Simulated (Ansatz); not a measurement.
# NaCl (singlet): the correlation ladder, 6-31G*

One table from this session's results is given with a row withheld; the runs are named, their logs left out.

Computed with Ansatz 0.2.0, Gaussian basis. Level: 6-31G*, core rule «outside noble gas», up to 10 orbitals frozen.

To be run: UHF; CCSD(T) on RHF; BCCD(T) on RHF; CISD; CCSDT(Q) on RHF; CISDTQ; CCSDTQ on RHF; Full CI.

19 further runs of the same task are left out: 10 for a known fault of the program, 9 set aside as unsound or not needed.

**The system**

The geometry is an MP2(full)/6-31G* stationary point (not a proven minimum).

2 atoms, charge 0, spin multiplicity 1.

Atoms are counted from 1 here; the program's logs count them from 0.

Bond lengths: Na1–Cl2 2.391 Å.

Set-up of the first run:

in.yaml reads:

```yaml
crystal:
  periodic: [false, false, false]
  atoms:
    - {symbol: Na, position_ang: [0.000000, 0.000000, 0.000000]}
    - {symbol: Cl, position_ang: [0.000000, 0.000000, 2.390970]}
basis:
  gaussian: {orbitals: "6-31G*"}
magnetization: {spin_polarized: true, initial_magnetization: 0}
hamiltonian: {xc: hf}
output: {orbitals: {seedname: orbitals}}
```

Launch:

```bash
ansatz run in.yaml --threads 1 --pin off --events-out ev --progress --plain --max-ram 4096MiB --backend cpu
```

Steps of the session up to this table: UHF; CCSD(T) on RHF; BCCD(T) on RHF; CISD; CCSDT(Q) on RHF; CISDTQ; CCSDTQ on RHF; Full CI.

One of the session's tables, all rows but one given; the rest of the session is left out.

```
   method  from FCI (kcal/mol)
      RHF               +94.37
     RMP2                +9.81
     CISD                +5.50
    RCCSD                +2.01
 RCCSD(T)                +0.26
  BCCD(T)                +0.26
   RCCSDT                    ?
   CISDTQ                +0.17
RCCSDT(Q)                 0.00
  RCCSDTQ                +0.01
      FCI                    0
```

Estimate the missing values for RCCSDT.

The run gave: from FCI (kcal/mol): +0.11. In the column «from FCI (kcal/mol)» it lies between RCCSDTQ (+0.01) and CISDTQ (+0.17).
